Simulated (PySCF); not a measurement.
**A workflow on OH (SMILES [OH])**

Wanted: a series of 20 runs (UPBE0-D4/def2-TZVP, UCCSD(T)/def2-TZVPP, URI-MP2/def2-QZVPP, UPBE-D4/def2-TZVPP, U-r2SCAN-D4/def2-TZVPP, UB3LYP-D4/def2-TZVPP, UPBE0-D4/def2-TZVPP, U-wB97M-V/def2-TZVPP, and more) of HO. Input form: a Python script.

The results are computed with PySCF 2.14.0.

### 1 Starting point

OH has 2 atoms, charge 0, and is taken as a doublet. As SMILES, `[OH]`. All atoms were displaced at random from a relaxed shape. The run starts from this shape.

Bond lengths: O1–H2 1.032 Å.

### 2 A structure relaxation at UPBE0-D4/def2-TZVP (density fitting with def2-universal-jkfit) (run 1)

File geometry.xyz:

```xyz
2
HO
O      0.449474    -0.167175     0.254271
H     -0.452928     0.075914    -0.183503
```

File run.py:

```python
from pyscf import gto, dft
from pyscf.geomopt.geometric_solver import kernel as optimise

system = gto.Mole()
system.atom = 'geometry.xyz'
system.basis = 'def2-tzvp'
system.verbose = 3
system.max_memory = 1860
system.spin = 1
system.build()

mf = dft.UKS(system, xc='pbe0')
mf = mf.density_fit(auxbasis='def2-universal-jkfit')
mf.grids.level = 4
mf.max_cycle = 100
mf.disp = 'd4'
mf.conv_tol = 1e-09
converged, mol_eq = optimise(mf, maxsteps=100)
print('converged:', converged)
print(mol_eq.tostring())

mf.reset(mol_eq)
system = mol_eq
mf.kernel()
e_tot = mf.e_tot
print(f'total energy: {e_tot:.8f} hartree')
```

Started as:

```console
$ OMP_NUM_THREADS=1 python run.py
```

What it wrote:

```text
maxiter                   100
----------------------------------------------------------
Custom engine selected.
Bonds will be generated from interatomic distances less than 1.20 times sum of covalent radii
6 internal coordinates being used (instead of 6 Cartesians)
Internal coordinate system (atoms numbered from 1):
Distance 1-2
Translation-X 1-2
Translation-Y 1-2
Translation-Z 1-2
Rotation-A 1-2
Rotation-B 1-2
Rotation-C 1-2
> ===== Optimization Info: ====
> Job type: Energy minimization
> Maximum number of optimization cycles: 100
> Initial / maximum trust radius (Angstrom): 0.100 / 0.300
> Convergence Criteria:
> Will converge when all 5 criteria are reached:
>  |Delta-E| < 1.00e-06
>  RMS-Grad  < 3.00e-04
>  Max-Grad  < 4.50e-04
>  RMS-Disp  < 1.20e-03
>  Max-Disp  < 1.80e-03
> === End Optimization Info ===

[... 6 lines left out ...]
WARN: Mole.unit (angstrom) is changed to Bohr
[... 1 line left out ...]
WARN: HOMO -0.385689589152905 >= LUMO -0.385689589152907
[... 1 line left out ...]
converged SCF energy = -75.6828789654504  <S^2> = 0.75285642  2S+1 = 2.0028544
[... 6 lines left out ...]
Step    0 : Gradient = 4.619e-02/4.619e-02 (rms/max) Energy = -75.6828789655
[... 7 lines left out ...]
converged SCF energy = -75.6856220956442  <S^2> = 0.7526046  2S+1 = 2.0026029
[... 14 lines left out ...]
converged SCF energy = -75.6856236687582  <S^2> = 0.75259881  2S+1 = 2.0025971
[... 9 lines left out ...]
Geometry optimization cycle 4
Cartesian coordinates (Angstrom)
 Atom        New coordinates             dX        dY        dZ
   O   0.423669  -0.160181   0.241893    0.000114 -0.000019  0.000094
   H  -0.427199   0.068964  -0.170989   -0.000137  0.000030 -0.000054
converged SCF energy = -75.685623746197  <S^2> = 0.75259969  2S+1 = 2.002598
--------------- DFUKS_Scanner gradients ---------------
         x                y                z
0 O     0.0000020018    -0.0000012016    -0.0000012956
1 H    -0.0000007022     0.0000005625    -0.0000009822
----------------------------------------------
cycle 4: E = -75.6856237462  dE = -7.74389e-08  norm(grad) = 2.98391e-06
Step    3 : Displace = 1.469e-04/1.469e-04 (rms/max) Trust = 2.000e-01 (+) Grad = 2.110e-06/2.670e-06 (rms/max) E (change) = -75.6856237462 (-7.744e-08) Quality = 0.998
Hessian Eigenvalues: 4.99947e-02 5.00000e-02 5.00000e-02 ... 5.00000e-02 5.00000e-02 5.02499e-01
Converged! =D

converged: True
O           0.42366851       -0.16018144        0.24189308
H          -0.42719862        0.06896371       -0.17098863

WARN: HOMO -0.392234414724453 >= LUMO -0.392234414724452

converged SCF energy = -75.6856235510425  <S^2> = 0.75259975  2S+1 = 2.0025981
total energy: -75.68562355 hartree
```

Wall time 7.2 s (1 thread of Arm Neoverse V1, shared host); peak memory 0.33 GiB.

The path in brief:

```csv
step,energy from the first frame kept (eV),largest force (eV/Å)
0,0.0000,2.3753
1,-0.0746,0.0662
2,-0.0747,0.0144
3,-0.0747,0.0001
```

After the run. Bond lengths: O1–H2 0.973 Å.

### 3 The harmonic vibrations at UPBE0-D4/def2-TZVP (density fitting with def2-universal-jkfit) (run 2)

File input.xyz:

```xyz
2
HO
O      0.000000     0.000000    -0.486558
H      0.000000     0.000000     0.486558
```

File job.py:

```python
from pyscf import gto, dft, symm
from pyscf.hessian import thermo

molecule = gto.M(
    atom='input.xyz',
    charge=0,
    spin=1,
    verbose=3,
    max_memory=1860,
    basis='def2-tzvp',
)

mf = dft.UKS(molecule)
mf.xc = 'pbe0'
mf = mf.density_fit(auxbasis='def2-universal-jkfit')
mf.disp = 'd4'
mf.grids.level = 4
mf.conv_tol = 1e-09
mf.max_cycle = 100
mf.kernel()

e_final = mf.e_tot
print(f'total energy: {e_final:.8f} hartree')
hess = mf.Hessian().kernel()
modes = thermo.harmonic_analysis(molecule, hess)
thermo.dump_normal_mode(molecule, modes)
symm.geom.TOLERANCE = 1e-3  # for the symmetry number
th = thermo.thermo(mf, modes['freq_au'], 298.15, 101325)
thermo.dump_thermo(molecule, th)
```

Started as:

```console
$ OMP_NUM_THREADS=1 python job.py
```

What it wrote:

```text
WARN: HOMO -0.392234361848531 >= LUMO -0.392234361848529

converged SCF energy = -75.685624202965  <S^2> = 0.75259967  2S+1 = 2.002598
total energy: -75.68562420 hartree

WARN: DFTD4 does not support analytical Hessian, using finite difference.

WARN: Mole.unit (angstrom) is changed to Bohr

Mode                                 0
Irrep
Freq [cm^-1]                     3748.4573
Reduced mass [au]                   1.0673
Force const [Dyne/A]                8.8355
Char temp [K]                    5393.1955
Normal mode                   x     y     z
       0   O                 0.00 -0.00  0.06
       1   H                -0.00 -0.00 -0.97
temperature 298.1500 [K]
pressure 101325.00 [Pa]
Rotational constants [GHz] inf 562.81066 562.81066
Symmetry number 1
Zero-point energy (ZPE) 0.00854 [Eh]   22420.754 [J/mol]
                           tot       elec      trans        rot        vib
Entropy [J/mol/K]       178.130      5.763    144.086     28.281      0.000
Cv [J/mol/K]             20.786      0.000     12.472      8.314      0.000
Cp [J/mol/K]             29.101      0.000     20.786      8.314      0.000
Internal energy [J/mol]                      3718.434   2478.956  22420.754
Internal energy [Eh]   -75.67472  -75.68562
Enthalpy [J/mol]                             6197.391   2478.956  22420.754
Enthalpy [Eh]          -75.67378
Gibbs free energy [J/mol]                  -36761.825  -5952.879  22420.754
Gibbs free energy [Eh] -75.69401
```

It took 9.3 s on 1 thread of Arm Neoverse V1, shared host; peak memory 0.51 GiB.

Runs 3 to 6 aren't shown in full; the table further down has their settings and results.

### 4 The energy at UB3LYP-D4/def2-TZVPP (run 7)

File calc.py:

```python
from pyscf import gto, dft

mol = gto.M(
    atom='''
O        0.423669      -0.160181       0.241893
H       -0.427199       0.068964      -0.170989
''',
    charge=0,
    basis='def2-tzvpp',
    max_memory=1860,
    spin=1,
    verbose=3,
)

ks = dft.UKS(mol, xc='b3lyp')
ks.disp = 'd4'
ks.conv_tol = 1e-10
ks.grids.level = 5
ks.kernel()
if not ks.converged:
    ks = ks.newton().run(ks.mo_coeff, ks.mo_occ)

etot = ks.e_tot
print('E = %.10f Eh' % etot)
```

Started as:

```console
$ OMP_NUM_THREADS=1 python calc.py
```

What it wrote:

```text
WARN: HOMO -0.39157155917075 >= LUMO -0.391571559170742

converged SCF energy = -75.7699596831528  <S^2> = 0.75235695  2S+1 = 2.0023556
E = -75.7699596832 Eh
```

Wall time 3 s (1 thread of Arm Neoverse V1, shared host); peak memory 0.24 GiB.

Runs 8 to 19 aren't shown in full; the table further down has their settings and results.

### 5 The singlet cation: a single-point energy at B3LYP/6-31G(d) (spherical functions) (run 20)

File job.py:

```python
from pyscf import gto, dft

mol = gto.M(
    atom='''
O      0.423669    -0.160181     0.241893
H     -0.427199     0.068964    -0.170989
''',
    basis='6-31g*',
    charge=1,
    max_memory=1860,
    verbose=3,
)

mf = dft.RKS(mol)
mf.xc = 'b3lyp'
mf.conv_tol = 1e-10
mf.grids.level = 5
mf.kernel()
if not mf.converged:
    mf = mf.newton().run(mf.mo_coeff, mf.mo_occ)

etot = mf.e_tot
print('Final energy', etot)
```

Started as:

```console
$ OMP_NUM_THREADS=1 python job.py
```

What it wrote:

```text
converged SCF energy = -75.1310864064026
Final energy -75.13108640640256
```

It took 1.2 s on 1 thread of Arm Neoverse V1, shared host; peak memory 0.15 GiB.

### 6 Overview of the runs

```csv
run,level,task,optimizer,partner,energy (Eh),dipole moment (D) of the reference,HOMO energy (eV),LUMO energy (eV),wall time
1,UPBE0-D4/def2-TZVP (density fitting with def2-universal-jkfit),optimise,geomeTRIC,base,-75.685624,1.77,-9.09,-4.11,7.2 s
2,UPBE0-D4/def2-TZVP (density fitting with def2-universal-jkfit),frequencies,–,base,-75.685624,1.77,-9.09,-4.11,9.3 s
3,UCCSD(T)/def2-TZVPP,energy,–,base,-75.641505,1.80,-13.93,2.71,3 s
4,URI-MP2/def2-QZVPP (density fitting with def2-universal-jkfit),energy,–,base,-75.644751,1.78,-13.96,2.32,0.91 s
5,UPBE-D4/def2-TZVPP,energy,–,base,-75.683377,1.66,-7.17,-6.26,2.6 s
6,U-r2SCAN-D4/def2-TZVPP,energy,–,base,-75.730601,1.70,-7.59,-5.25,7.2 s
7,UB3LYP-D4/def2-TZVPP,energy,–,base,-75.769960,1.71,-8.85,-4.84,3 s
8,UPBE0-D4/def2-TZVPP,energy,–,base,-75.687215,1.71,-9.10,-4.12,2.8 s
9,U-wB97M-V/def2-TZVPP,energy,–,base,-75.741849,1.71,-11.64,-1.80,8.1 s
10,UB2PLYP/def2-TZVPP,energy,–,base,-75.718976,1.75,-10.98,-1.65,3.3 s
11,USVWN5/def2-TZVPP,energy,–,base,-75.200606,1.72,-7.23,-7.08,2.1 s
12,UM06-2X/def2-TZVPP,energy,–,base,-75.733484,1.73,-11.00,-2.65,12 s
13,UB3LYP/6-31G* (spherical functions),energy,–,base,-75.721453,1.76,-8.20,-4.16,1.8 s
14,UHF/STO-3G,energy,–,base,-74.362984,1.27,-10.28,9.80,0.76 s
15,CCSD(T)/def2-TZVPP,energy,–,cation,-75.076004,–,-29.62,-12.85,1.3 s
16,PBE-D4/def2-TZVPP,energy,–,cation,-75.081745,–,–,–,7.8 s
17,B3LYP-D4/def2-TZVPP,energy,–,cation,-75.171347,–,-23.44,-21.02,1.8 s
18,PBE0-D4/def2-TZVPP,energy,–,cation,-75.088494,–,-23.73,-20.52,1.7 s
19,wB97M-V/def2-TZVPP,energy,–,cation,-75.158681,–,-26.32,-17.54,5.4 s
20,B3LYP/6-31G* (spherical functions),energy,–,cation,-75.131086,–,-23.39,-21.04,1.2 s
```

### 7 Summary of results

```
                                                                quantity         value
                                    singlet cation, run 20: total energy  -75.13109 Eh
                                     singlet cation, run 20: HOMO energy     -23.39 eV
                                     singlet cation, run 20: LUMO energy     -21.04 eV
                                   singlet cation, run 20: HOMO–LUMO gap       2.35 eV
 vertical ionisation energy (to the singlet cation), UCCSD(T)/def2-TZVPP     15.388 eV
vertical ionisation energy (to the singlet cation), UB3LYP-D4/def2-TZVPP     16.289 eV
 vertical ionisation energy (to the singlet cation), UPBE0-D4/def2-TZVPP     16.292 eV
vertical ionisation energy (to the singlet cation), U-wB97M-V/def2-TZVPP     15.869 eV
       vertical ionisation energy (to the singlet cation), UB3LYP/6-31G*     16.065 eV
```

What this shows: At UCCSD(T)/def2-TZVPP: the vertical ionisation energy comes to 15.39 eV (1485 kJ/mol). Only the singlet of the ionised species was computed; a triplet could lie lower. At UB3LYP-D4/def2-TZVPP: removing an electron at fixed nuclei costs 16.29 eV (376 kcal/mol). At UPBE0-D4/def2-TZVPP: the vertical ionisation energy comes to 16.29 eV (1572 kJ/mol). At U-wB97M-V/def2-TZVPP: the vertical ionisation energy comes to 15.87 eV (1531 kJ/mol). At UB3LYP/6-31G*: the vertical ionisation energy comes to 16.06 eV (1550 kJ/mol). Over runs 17, 18, 19, 20 the HOMO–LUMO gap runs from 2.35 eV (B3LYP/6-31G*) to 8.78 eV (wB97M-V/def2-TZVPP). The two ends differ in method and basis. Totals of different functionals can't be ranked against each other. In run 14 the basis is minimal, so the values are rough. All runs together took 84 s, the longest 12 s.
